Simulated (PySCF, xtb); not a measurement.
CH3BSi+: where a starting geometry ends

The starting geometry of this gas-phase doublet was built from a drawn formula by distance geometry and a force field; its bonds are those of `[B+]1[CH][SiH2]1`.

```csv
atom,x (Å),y (Å),z (Å)
C,0.7145,0.8804,-0.5711
B,-0.6850,0.7692,-1.3688
Si,-0.1521,2.5281,-0.7945
H,0.9432,0.7721,0.4986
H,-0.3738,2.7442,-2.2548
H,0.6816,3.6321,-0.3107
```

Predict what it relaxes into with r2SCAN-D4/def2-SVP.

A bond breaks, leaving `[B]=C[SiH2+]`. Distances that change by over a tenth: C1–B2 (1.61 → 1.42 Å). Contacts that open: B2–Si3 (1.93 → 2.77 Å).

The energy falls by 2.18 eV over 23 steps:

```tsv
step	E − E(last) (eV)
1	2.178
3	0.683
6	0.150
8	0.087
11	0.014
13	0.004
16	0.001
18	0.000
21	0.000
23	0.000
```

Final geometry (Å):

| atom | x (Å) | y (Å) | z (Å) |
| --- | --- | --- | --- |
| C | 0.1083 | 1.0252 | -0.7147 |
| B | -0.5830 | 0.0874 | -1.5305 |
| Si | 0.0999 | 2.7427 | -1.1048 |
| H | 0.6470 | 0.6687 | 0.1803 |
| H | -0.6211 | 3.2203 | -2.3013 |
| H | 0.8121 | 3.7014 | -0.2367 |

From the same start GFN2-xTB reaches the same bonding as this run.

The end wasn't checked by frequencies. Open shells are spin-unrestricted. Run with PySCF 2.14.0, 2.3 min on 2 threads of Arm Neoverse V2, on a shared host.
